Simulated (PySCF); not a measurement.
## Computed NMR parameters against published values

Geometry (Å), atoms numbered from 1 in this order:
```xyz
12

C     2.477   -0.335    0.107
C     1.218   -0.772    0.048
C     0.088    0.188    0.069
O     0.186    1.386    0.157
O    -1.085   -0.451   -0.027
C    -2.236    0.371   -0.016
H     2.675    0.739    0.174
H     3.326   -1.023    0.091
H     0.966   -1.833   -0.019
H    -2.335    0.895    0.947
H    -2.187    1.128   -0.813
H    -3.094   -0.293   -0.173
```

Measured values that the calculation should reproduce: δ ¹⁷O O4 339.2; O5 133.4 ppm (measured; solution, CH3CN, 313 K; J.-C. Zhuo, Molecules 4 (1999) 320).
δ ¹H H7 6.41; H9 6.12; H8 5.83 ppm (measured; solution, not stated per compound (mostly CDCl3 or CCl4); Pretsch, Buehlmann, Badertscher, Structure Determination of Organic Compounds, 4th ed. (2009)). Coupling constants: ³J(H9,H8) (cis) 10.6 Hz, ³J(H9,H7) (trans) 17.4 Hz, ²J(H7,H8) 1.5 Hz.

- PBE0-D3(BJ)/def2-SVP structure
- J couplings at B3LYP/pcJ-1 (without the spin–dipole term)
- NMR shieldings at PBE0/pcSseg-1/GIAO
- run in PySCF
- a single conformation, equivalent nuclei averaged, no relativistic terms, gas phase

**Question.** Set the calculated values beside the experiment.

**Answer.** 
Reference values: measured (solution, CH3CN, 313 K; J.-C. Zhuo, Molecules 4 (1999) 320).
```csv
atoms,quantity,reference,computed,"computed, scaled"
O4,δ ¹⁷O vs H2O (external),339.2,–,328.1
O5,δ ¹⁷O vs H2O (external),133.4,–,136.9
```

Reference values: measured (solution, not stated per compound (mostly CDCl3 or CCl4); Pretsch, Buehlmann, Badertscher, Structure Determination of Organic Compounds, 4th ed. (2009)).
```tsv
atoms	quantity	reference	computed	computed, scaled
H7	δ ¹H	6.41	6.95	6.81
H9	δ ¹H	6.12	6.17	6.07
H8	δ ¹H	5.83	6.12	6.02
```

Computed shifts are σ(ref) − σ with the named reference compound (TMS for H and C) calculated as an isolated molecule at the same level. The measured values may be among those fitted. Shieldings were converted by linear fits to measured shifts (mostly CDCl3, TMS scale, for H and C): ¹H: δ = 29.91 − 0.950σ (rms 0.21 ppm, 511 shifts, 0.22 ppm with the 3 outliers that the fit left out); ¹⁷O: δ = 263.91 − 0.892σ (rms 13.5 ppm, 141 shifts, 14.3 ppm with the 1 outlier that the fit left out vs liquid water, solution or neat liquid). A few per cent of atoms miss by over 2 rms, more outside the fitted compound classes.

Coupling constants in Hz:
```tsv
coupling	reference	computed	source
³J(H9,H8) cis	10.6	11.3	measured; solution (compiled); Pretsch, Buehlmann, Badertscher, Structure Determination of Organic Compounds, 4th ed., Springer 2009
³J(H9,H7) trans	17.4	18.7	measured; solution (compiled); Pretsch, Buehlmann, Badertscher, Structure Determination of Organic Compounds, 4th ed., Springer 2009
²J(H7,H8)	1.5	2.7	measured; solution (compiled); Pretsch, Buehlmann, Badertscher, Structure Determination of Organic Compounds, 4th ed., Springer 2009
```

**Question.** How far are the unscaled ¹H shifts from the references?

**Answer.** Mean signed difference +0.29 ppm, mean absolute 0.29 ppm over 3 comparisons; the largest is +0.54 ppm at H7 (hydrogen on a β carbon of a C=C–C=O unit).

8 of the 11 published NMR values on file for this molecule are compared.

Unscaled 3J(H,H) at this level run about 10 % above measured values.
